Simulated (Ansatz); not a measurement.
Ansatz (a quantum-chemistry and plane-wave program) input (B3LYP/LANL2DZ): The .json file is the Basis Set Exchange's LANL2DZ.

Ansatz 0.2 input:
```yaml
crystal:
  periodic: [false, false, false]
  atoms:
    - {symbol: C, position_ang: [-0.01831353, -0.22571553, 1.21152738]}
    - {symbol: N, position_ang: [-0.01645639, 0.58055635, 0.00241189]}
    - {symbol: C, position_ang: [-0.04281511, -0.21633908, -1.21261938]}
    - {symbol: H, position_ang: [0.79457957, -0.96984525, 1.25371388]}
    - {symbol: H, position_ang: [0.06101238, 0.42028397, 2.08676885]}
    - {symbol: H, position_ang: [-0.96384423, -0.76890494, 1.28362309]}
    - {symbol: H, position_ang: [0.79201558, 1.18956731, -0.00340397]}
    - {symbol: H, position_ang: [0.76900106, -0.96005667, -1.27698220]}
    - {symbol: H, position_ang: [0.01885451, 0.43641726, -2.08426242]}
    - {symbol: H, position_ang: [-0.98965234, -0.75902850, -1.26978846]}
basis:
  gaussian:
    orbitals: LANL2DZ.json
hamiltonian:
  xc: {name: B3LYP}
relax: {f_tol: 0.003, max_steps: 120}
```

Task: What final total energy does it give?

Result: -135.14199 Eh.
